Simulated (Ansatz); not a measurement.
# Sodium, bcc under LDA: testing the k-point mesh

How fine must the k-point mesh be for energy and pressure to settle? The geometry was relaxed under LDA beforehand and stays fixed; 8 values are run, from 2×2×2 to 16×16×16. Wanted are the values from which on the energy stays within 10 and 1 meV/atom, and the pressure within 0.5 GPa, of the last run. Within the series other settings stay, but some runs also write fields, which adds to their time. Spin polarisation is left out.

Computed with Ansatz 0.2.0 (DFT LDA, plane waves with PAW, scalar-relativistic, unless a step says otherwise).

### 1 The system as given

Symmetry: Im-3m, No. 229, cubic system. The conventional cell has a = 4.057 Å, b = 4.057 Å, c = 4.057 Å, α = 90.00°, β = 90.00°, γ = 90.00°. Na (site symmetry m-3m) is surrounded by 8 Na at 3.51 Å.

Coordinates:

```cif
data_structure
_symmetry_space_group_name_H-M 'P 1'
_symmetry_Int_Tables_number 1
_cell_length_a 3.5138
_cell_length_b 3.5138
_cell_length_c 3.5138
_cell_angle_alpha 109.471
_cell_angle_beta 109.471
_cell_angle_gamma 109.471
_cell_volume 33.40
loop_
_atom_site_label
_atom_site_type_symbol
_atom_site_fract_x
_atom_site_fract_y
_atom_site_fract_z
_atom_site_occupancy
Na1 Na 0.00000 0.00000 0.00000 1
```

### 2 Run at 2×2×2

The run at 2×2×2.

The input, input.yaml:

```yaml
crystal:
  lattice:
    - [-2.0287155323, 2.0287155323, 2.0287155323]
    - [2.0287155323, -2.0287155323, 2.0287155323]
    - [2.0287155323, 2.0287155323, -2.0287155323]
  atoms:
    - { symbol: Na, position: [0.0, 0.0, 0.0] }
hamiltonian:
  xc: lda
  pseudopotentials:
    kind: paw
    azcp:
      Na: "pseudopotentials/Na.paw.azcp"
basis:
  ecutwfc: 420
  fft_grid_basis: typed
kpoints:
  mp_grid: { grid: [2, 2, 2], shift: [0, 0, 0] }
magnetization:
  spin_polarized: false
scf:
  occupations: { method: fermi_dirac, width: 0.1 }
  lower_state_search: "off"
output:
  stress: true
  write_density: true
  write_potential: true
  elf: true
  volumetric_format: npy
```

On the command line:

```
ansatz run input.yaml --threads 2 --pin off --max-ram 5120MiB --backend cpu --events-out ev --progress --plain --runs-dir out
```

### 3 Run at 3×3×3

The run at 3×3×3.

Edit input.yaml of step 2 so:

```diff
@@ -17,3 +17,3 @@
 kpoints:
-  mp_grid: { grid: [2, 2, 2], shift: [0, 0, 0] }
+  mp_grid: { grid: [3, 3, 3], shift: [0, 0, 0] }
 magnetization:
```

### 4 Run at 4×4×4

The run at 4×4×4.

Edit input.yaml of step 3 so:

```diff
@@ -17,3 +17,3 @@
 kpoints:
-  mp_grid: { grid: [3, 3, 3], shift: [0, 0, 0] }
+  mp_grid: { grid: [4, 4, 4], shift: [0, 0, 0] }
 magnetization:
@@ -25,5 +25 @@
   stress: true
-  write_density: true
-  write_potential: true
-  elf: true
-  volumetric_format: npy
```

### 5 Run at 5×5×5

The run at 5×5×5.

Edit input.yaml of step 4 so:

```diff
@@ -17,3 +17,3 @@
 kpoints:
-  mp_grid: { grid: [4, 4, 4], shift: [0, 0, 0] }
+  mp_grid: { grid: [5, 5, 5], shift: [0, 0, 0] }
 magnetization:
```

### 6 Run at 7×7×7

The run at 7×7×7.

Edit input.yaml of step 5 so:

```diff
@@ -17,3 +17,3 @@
 kpoints:
-  mp_grid: { grid: [5, 5, 5], shift: [0, 0, 0] }
+  mp_grid: { grid: [7, 7, 7], shift: [0, 0, 0] }
 magnetization:
```

### 7 Run at 9×9×9

The run at 9×9×9.

Edit input.yaml of step 6 so:

```diff
@@ -17,3 +17,3 @@
 kpoints:
-  mp_grid: { grid: [7, 7, 7], shift: [0, 0, 0] }
+  mp_grid: { grid: [9, 9, 9], shift: [0, 0, 0] }
 magnetization:
```

### 8 Run at 12×12×12

The run at 12×12×12.

Edit input.yaml of step 7 so:

```diff
@@ -17,3 +17,3 @@
 kpoints:
-  mp_grid: { grid: [9, 9, 9], shift: [0, 0, 0] }
+  mp_grid: { grid: [12, 12, 12], shift: [0, 0, 0] }
 magnetization:
```

### 9 Run at 16×16×16

The run at 16×16×16.

Edit input.yaml of step 8 so:

```diff
@@ -17,3 +17,3 @@
 kpoints:
-  mp_grid: { grid: [12, 12, 12], shift: [0, 0, 0] }
+  mp_grid: { grid: [16, 16, 16], shift: [0, 0, 0] }
 magnetization:
```

(Steps that only read results are left out.)

**Question.** What will these runs give? Wanted: pressure at 16×16×16.

**Answer**, as computed:

```
                                           quantity                        value
      E(σ → 0) stays within 10 meV/atom of 16×16×16                from 5×5×5 on
                   E(σ → 0) stays within 1 meV/atom  not reached before 16×16×16
                      pressure stays within 0.5 GPa                from 3×3×3 on
                               pressure at 16×16×16                    -0.02 GPa
                    CPU time, dearest over cheapest                          4.1
energy of a separate run on a finer mesh (18×18×18)  +0.2 meV/atom from 16×16×16
```

At 2×2×2 the energy differs by +1052 meV/atom and the pressure by +2.3 GPa. Convergence in k is not monotonic; the energy swings about its limit. The energy has not settled to 1 meV/atom before the last mesh. Metals converge slowly, as the Fermi surface must be resolved. A run on a finer mesh agrees with the yardstick to 1 meV/atom. The cell taken over is 11 % smaller than the measured one (37.71 Å³/atom, COD), which weighs on all values here.
